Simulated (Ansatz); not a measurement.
```yaml
crystal:
  periodic: [false, false, false]
  atoms:
    - {symbol: B, position_ang: [0.000000, 0.000000, -1.360287]}
    - {symbol: O, position_ang: [0.000000, 0.000000, -0.151911]}
    - {symbol: S, position_ang: [0.000000, 0.000000, 1.512198]}
basis:
  gaussian: {orbitals: def2-TZVP}
magnetization: {spin_polarized: true, initial_magnetization: 1}
hamiltonian: {xc: pbe0}
relax: {f_tol: 0.004, max_steps: 80}
```

```sh
$ ansatz run in.yaml --threads 1 --pin off --events-out ev --progress --plain --max-ram 2176MiB
```

Steps of the relaxation (energy above the last step; positions in Å, forces in eV/Å):

```
3
step 1, 239.9 meV
B     0.000    0.000   -1.360    0.000    0.000   -5.519
O     0.000    0.000   -0.152    0.000    0.000    6.418
S     0.000    0.000    1.512    0.000    0.000   -0.898
```

```
3
step 2, 39.6 meV
B     0.000    0.000   -1.392    0.000    0.000   -1.729
O     0.000    0.000   -0.130    0.000    0.000    2.442
S     0.000    0.000    1.522    0.000    0.000   -0.713
```

```
3
step 3, 2.2 meV
B     0.000    0.000   -1.404    0.000    0.000   -0.269
O     0.000    0.000   -0.113    0.000    0.000    0.540
S     0.000    0.000    1.517    0.000    0.000   -0.270
```

```
3
step 4, 0.0 meV
B     0.000    0.000   -1.405    0.000    0.000    0.014
O     0.000    0.000   -0.108    0.000    0.000    0.003
S     0.000    0.000    1.513    0.000    0.000   -0.017
```

```
3
step 6, 0.0 meV
B     0.000    0.000   -1.404    0.000    0.000    0.000
O     0.000    0.000   -0.108    0.000    0.000    0.000
S     0.000    0.000    1.512    0.000    0.000    0.000
```

Close pairs at the end: B1–O2 1.296 Å, O2–S3 1.620 Å.

A stationary point of unrestricted PBE0 after 6 steps, with ⟨S²⟩ = 0.755 against 0.75 for a pure state; no frequencies were run, so it isn't proven a minimum. 20 s on 1 thread of Intel Xeon Platinum 8488C, shared host.
